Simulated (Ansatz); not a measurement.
Molecule: Si₂, charge 0, multiplicity 3. SMILES: [Si]=[Si]
Coordinates optimised at B3LYP-D3(BJ)/def2-TZVP (Ansatz, a first-principles code):
```
Si
Si 1 2.2679
```
Charge 0, spin multiplicity 3.

Task: Give the harmonic wavenumbers at B3LYP-D3(BJ)/def2-TZVP (Ansatz, finite differences of forces, unscaled).

Result: 499 cm⁻¹. Zero-point energy 0.7 kcal/mol.

Task: From these and the geometry, give the ideal-gas thermochemistry at 298.15 K and 1 atm (rigid rotor, harmonic oscillator).

Result: Point group D∞h, rotational symmetry number 2. Rotational constants 6.997, 6.997 GHz. S(trans) 38.00, S(rot) 14.10, S(vib) 0.66, S(elec, spin only) 2.18, S 54.9 cal/(mol K). H(298) - H(0) 2.21 kcal/mol; G - E(el) -13.5 kcal/mol.
